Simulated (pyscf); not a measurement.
Optimised with ωB97X-D3(BJ)/def2-SVP in PySCF. MP2 and CC: frozen core, UHF for open shells. ΔMP2 is the change of the MP2 total energy from the triple- to the quadruple-zeta basis.

Question: Estimate by transition-state theory the rate constant of `[CH3]` [doublet] + `[CH3]` [doublet] → `[CH4]` + `[CH2]` [triplet] (triplet surface; C–H broken, C–H formed) at 900 K, with CCSD(T)/def2-TZVPP + ΔMP2(QZVPP) energies (ideal gas, 1 atm, RRHO with modes under 100 cm⁻¹ raised to 100, one conformer, R ln 2 for rigid chiral ones; no tunnelling).

Answer: The electronic barrier is 17.1 kcal/mol and the thermal terms add +22.4, so ΔG‡ = 39.5 kcal/mol. With k_BT/h = 1.88e+13 s⁻¹ and RT = 1.788 kcal/mol, and a volume of 1.23e-19 cm³ per molecule at 1 atm, k = 5.7e-16 cm³ molecule⁻¹ s⁻¹. Wigner's tunnelling factor for 1562i cm⁻¹ would be 1.26. A shift of 1 kcal/mol in the barrier changes k by a factor 1.7. CH₃• + CH₃• also meet on a surface of lower spin, which isn't treated here. This is the saddle that the search found; another between the same sides may lie lower. The angle at the transferred H is 180°. The CCSD(T) − MP2 part came from Ansatz, without density fitting, on the same reference.
